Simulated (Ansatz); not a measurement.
# quartet AlSi: levels of theory in one basis

```xyz
2

Al    0.0000    0.0000   -1.3064
Si    0.0000    0.0000    1.3064
```

Basis set: def2-SVP (spherical functions). Frozen core: 10 orbitals. Correlation on ROHF uses semicanonical orbitals with singles. Charge 0, multiplicity 4.

Computed with Ansatz (development build ahead of 0.2.0); each method stands on the lowest determinant of its kind that the runs found.

| method | E − E(ROHF) (eV) | <S²> of the determinant |
| --- | --- | --- |
| ROHF | 0.00 | 3.75 |
| UHF | -0.06 | 3.77 |
| ROHF-MP2 | -2.62 | – |
| UHF-MP2 | -2.60 | 3.77 |
| ROHF-CCSD(T) | -3.56 | – |
| UHF-CCSD(T) | -3.56 | 3.77 |

Question: Is a single determinant a sound starting point here?

Answer: By this sign, yes. Unrestricted orbitals gain 0.06 eV and <S²> is 3.77 against 3.75 for a pure state.
